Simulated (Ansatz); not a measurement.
Basis-set extrapolation for C4H4ClN, SMILES `Clc1ccc[nH]1` (PBE0-D4/def2-TZVP geometry, frozen core, Ansatz 0.2.0). Multiplicity 1, RHF reference.

|  | def2-TZVPP | def2-QZVPP |
| --- | --- | --- |
| HF | -667.817026 | -667.838830 |
| MP2 correlation | -1.027874 | -1.102067 |
| CCSD(T) correlation | -1.106250 | not run |

Energies in hartree. Use E(X) = E(∞) + A·exp(−7.88·√X) for Hartree–Fock and E(X) = E(∞) + B·X^(−2.97) for correlation, with X = 3 and 4, and add CCSD(T) minus MP2 of the smaller set to the MP2 limit.

What is the CCSD(T) energy at the basis-set limit?

HF limit: -667.838830 + (-0.021804) × 0.13774 = -667.84183. MP2 limit: -1.102067 + (-0.074193) × 0.74074 = -1.15702. Higher-order term: -1.106250 − (-1.027874) = -0.07838. Total: -669.07723 hartree, 96.6 kcal/mol below CCSD(T)/def2-TZVPP.
